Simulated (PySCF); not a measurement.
Species: `C/C=C(\C)Cl`. The columns A, B, C and D hold Mulliken, IAO, Hirshfeld and ESP-fitted charges (e) of one PBE0/pcSseg-1 density (PySCF), in a shuffled order. Coordinates in Å (PBE0-D3(BJ)/def2-SVP); the density's dipole moment is (1.21, -1.71, -0.14) D.

| atom | x | y | z | A | B | C | D |
| --- | --- | --- | --- | --- | --- | --- | --- |
| C1 | 1.284 | -0.125 | -0.243 | -0.229 | -0.130 | -0.109 | -0.413 |
| C2 | 0.241 | 0.927 | -0.064 | -0.095 | -0.085 | -0.059 | -0.162 |
| C3 | -1.021 | 0.740 | 0.338 | -0.336 | -0.033 | +0.018 | -0.004 |
| C4 | -1.701 | -0.535 | 0.705 | -0.144 | -0.332 | -0.120 | -0.420 |
| Cl5 | -2.073 | 2.133 | 0.477 | -0.106 | -0.118 | -0.056 | -0.068 |
| H6 | 1.654 | -0.136 | -1.281 | +0.135 | +0.064 | +0.049 | +0.153 |
| H7 | 0.923 | -1.134 | -0.005 | +0.121 | +0.063 | +0.045 | +0.140 |
| H8 | 2.158 | 0.079 | 0.397 | +0.135 | +0.066 | +0.049 | +0.153 |
| H9 | 0.540 | 1.956 | -0.286 | +0.113 | +0.104 | +0.042 | +0.155 |
| H10 | -2.575 | -0.705 | 0.057 | +0.142 | +0.135 | +0.047 | +0.159 |
| H11 | -2.071 | -0.489 | 1.741 | +0.142 | +0.131 | +0.047 | +0.159 |
| H12 | -1.025 | -1.395 | 0.613 | +0.121 | +0.135 | +0.050 | +0.147 |

Question: Which column most likely holds the ESP-fitted charges?

Answer: B. Σ q r misses the density's dipole by 0.12 D (B), 0.45 D (D), 1.04 D (C), 1.87 D (A). Charges fitted to the outside potential are the only set here that is tied to the molecule's multipoles.

Question: And the Hirshfeld charges?

Answer: C. The mean sizes are 0.057 e (C), 0.116 e (B), 0.152 e (A), 0.178 e (D), and Hirshfeld charges are commonly the smallest of these schemes.

As computed, A = Mulliken, B = ESP-fitted, C = Hirshfeld, D = IAO. Hydrogens on carbon: Mulliken +0.11 to +0.14, ESP-fitted +0.06 to +0.14, Hirshfeld +0.04 to +0.05, IAO +0.14 to +0.16 e.

The ESP scheme fits charges at the nuclei, held to the total charge, to the electrostatic potential on points at 1.4 to 2.0 times the van der Waals radii. The Mulliken scheme counts on each atom the diagonal of the density matrix times the overlap matrix over that atom's basis functions.

Isolated species at its PBE0-D3(BJ)/def2-SVP geometry, gas phase.
